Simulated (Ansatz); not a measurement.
## Match the barriers

Saddle point of CH₅AlO, singlet (CH₅AlO ([CH3][O][AlH2]) → CH₃AlO ([CH3][O][Al]) + H₂; bonds formed: H2–H5, C4–H6; bonds broken: Al1–H2, Al1–H6, C4–H5), PBE0-D4/def2-TZVP structure:

```json
{"atom": "Al1", "x (Å)": "-0.6117", "y (Å)": "-1.1451", "z (Å)": "0.7833"}
{"atom": "H2", "x (Å)": "-0.0648", "y (Å)": "-1.4438", "z (Å)": "-0.9493"}
{"atom": "O3", "x (Å)": "0.8578", "y (Å)": "-0.0462", "z (Å)": "1.0713"}
{"atom": "C4", "x (Å)": "0.5776", "y (Å)": "0.8150", "z (Å)": "0.1498"}
{"atom": "H5", "x (Å)": "-0.1320", "y (Å)": "-0.6225", "z (Å)": "-1.0657"}
{"atom": "H6", "x (Å)": "-1.7452", "y (Å)": "-0.0728", "z (Å)": "0.3866"}
{"atom": "H7", "x (Å)": "1.2300", "y (Å)": "0.8823", "z (Å)": "-0.7236"}
{"atom": "H8", "x (Å)": "-0.1117", "y (Å)": "1.6332", "z (Å)": "0.3478"}
```

Computed with Ansatz 0.2.0 (basis: def2-TZVPP, with def2-QZVPP for the basis limit); correlated methods freeze the cores. Extrapolation: Hartree–Fock as exp(−7.88 √X), correlation as X^−2.97. Four methods, as single points on the PBE0-D4 structures, gave these electronic barriers from the start structure: 59.65, 73.32, 87.19, 105.87 kcal/mol.

(1) The methods were, in alphabetical order, BHLYP-D4, HF, PBE0-D4, SPW92. Which gave which? (Judge from chemistry; the calculation decides.)

T1 diagnostic: at most 0.034. The T1 diagnostic is large here, which may signal multireference character or strong orbital relaxation, so CCSD(T) is less sure. The restricted Hartree–Fock reference is unstable towards an unrestricted one at one or more of these structures. A large double-excitation amplitude points to some diradical character; no triplet was computed.

Results:

(1) The calculation gives: SPW92 59.65; PBE0-D4 73.32; BHLYP-D4 87.19; HF 105.87 kcal/mol. For comparison, CCSD(T) at an estimated basis limit (MP2 extrapolated from triple and quadruple zeta, plus CCSD(T) − MP2 in triple zeta) gives 77.82 kcal/mol.

Labels in which every atom is bracketed show which atoms are joined, not bond orders.

For scale, one of the runs: CCSD(T)/def2-TZVPP, 174 basis functions, launched by `ansatz run in.yaml --threads 2 --pin off --events-out ev --progress --plain --max-ram 4352MiB`. Time: 14 s of wall clock on 2 CPU threads of an Intel Xeon 6975P-C; the host was shared. Peak host memory: 1.6 GiB.
